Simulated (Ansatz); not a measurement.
Relaxing Si₃Ge

Level of theory: DFT PBE, scalar-relativistic, plane waves, PAW in Ansatz 0.2.0. Cutoff 420 eV, Γ-centred k mesh, Gaussian smearing, no spin polarisation in the final step.

Si₃Ge was placed on the TiAl3 (D0_22) structure type (I4/mmm, No. 139), with Ge in place of Ti, Si in place of Al, at a guessed volume.

```yaml
crystal:
  lattice:
    - [-1.91427, 1.91427, 4.27604]
    - [1.91427, -1.91427, 4.27604]
    - [1.91427, 1.91427, -4.27604]
  atoms:
    - { symbol: Si, position: [0.50000, 0.50000, 0.00000] }
    - { symbol: Si, position: [0.25000, 0.75000, 0.50000] }
    - { symbol: Si, position: [0.75000, 0.25000, 0.50000] }
    - { symbol: Ge, position: [0.00000, 0.00000, 0.00000] }
```

Steps on the 18×18×18 mesh (4 atoms). 9 of 13 steps are shown, and the free energy counts from the last. Trial steps that were taken back and renewals of the plane-wave basis can be among the rows.

```tsv
step	ΔF (meV/atom)	V (Å³/atom)	P (GPa)
1	14.4	15.67	1.73
2	10.1	16.06	-0.10
3	6.8	16.34	-1.15
4	5.1	16.31	-0.92
5	1.5	16.16	0.14
6	3.7	16.13	1.23
8	1.0	16.27	-0.05
10	0.1	16.26	0.09
13	0.0	16.31	0.00
```

A final relaxation ran on a 18×18×18 mesh. The relaxed crystal, I4/mmm (No. 139):

```
Si Ge
1.0
    -1.83661    1.83661    4.83476
     1.83661   -1.83661    4.83476
     1.83661    1.83661   -4.83476
Si Ge
3 1
Cartesian
  0.0000 0.0000 4.8348
  1.8366 0.0000 2.4174
  0.0000 1.8366 2.4174
  0.0000 0.0000 0.0000
```

* Volume per atom: 16.31 Å³
* Density: 3.99 g/cm³
* Energy over the elements: 0.54 eV/atom
* Gap on the 18×18×18 mesh: 0 eV (a metal)

Energies over the elements count from the elements' standard structures at the same level, with no empirical corrections.

The final run used a 18×18×18 mesh on its 4-atom cell and 0.10 eV smearing. For metals, differences of a few meV/atom aren't resolved.

A structure relaxed within its symmetry needn't be a true minimum.

Cost: 2 runs of about 6.9 core-minutes in all, on Intel Xeon Platinum 8375C (Ice Lake) (shared hosts).